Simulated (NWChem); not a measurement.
Molecule: NaCl; SMILES [Na][Cl]

Program: NWChem. The geometry was optimised at B3LYP/6-31G* (spherical d).

Problem. Predict the results for PBE0/def2-QZVP. Quantities: highest occupied level (eV); orbital gap (eV); dipole (D).

Solution. 
```yaml
highest occupied level (eV): -6.50
orbital gap (eV): 4.82
dipole (D): 8.84
```
